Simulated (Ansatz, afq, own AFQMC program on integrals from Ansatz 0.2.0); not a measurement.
**CH4GeN, doublet: AFQMC among the cluster methods**

```xyz
7

Ge   -0.9202    0.0000    0.0000
H    -1.4316    1.4466    0.0000
H    -1.4316   -0.7233    1.2528
H    -1.4316   -0.7233   -1.2528
H     0.8808    0.0000    0.0000
N     3.2369    0.0000    0.0000
C     2.0768    0.0000    0.0000
```

Basis cc-pVDZ. Noble-gas cores (and the filled d shells of Ga–Kr and In–Xe) are frozen. AFQMC by an in-house program on the Cholesky factors that Ansatz 0.2.0 writes for its CCSD(T) run. The CISD trial takes its coefficients from CCSD amplitudes. Released means that phaseless walkers are propagated on without the constraint, phases kept. Error bars are statistical, one sigma. No spin–orbit coupling.

Determinant: UHF, the one that the program's search chose, which needn't be the lowest solution. The geometry is a point of a scan.

No full CI on the walks' own integrals is used here; CCSDT(Q) serves as the reference and is uncertain by about the last step of the cluster series.

Cautions: no relativity below Rb; no spin-orbit coupling; inner d shell frozen; unrestricted determinant spin contaminated (⟨S²⟩ 0.88 against 0.75).

```
T1 diagnostic                               : 0.0325
weight of the determinant in the CISD state : 0.803
⟨S²⟩ of the determinant                     : 0.880
size of the correlated space                : 17 electrons in 59 orbitals
```

```
  level  correlation energy (eV)
    MP2                 -10.2247
   CCSD                 -11.4067
CCSD(T)                 -11.8251
```

Question: Estimate where AFQMC with the constraint released lies against CCSD(T) on the same integrals.

Answer: 7.6 ± 0.7 kJ/mol below CCSD(T).

Reference: CCSDT(Q), correlation energy -11.903 eV. The released energy is read at 1.50 1/Eh (meV from the phaseless value at times in 1/Eh: -14 ± 4 at 0.24, -19 ± 4 at 0.51, -16 ± 4 at 0.99, -20 ± 8 at 1.50).

```csv
level,E − E(reference) (kJ/mol),share of correlation (%)
CCSD(T),7.5,99.34
CCSDT,4.3,99.62
ph-AFQMC/CISD,1.9 ± 0.7,99.84
released AFQMC,0.0 ± 0.7,100.00
```

A walk keeps the symmetry of its determinant, which the program's search chose and which needn't be the lowest solution, so a lower state of the same spin and another symmetry isn't excluded. Released energies are given only where the last usable release times agree within the noise; a slower fall can still hide under it.
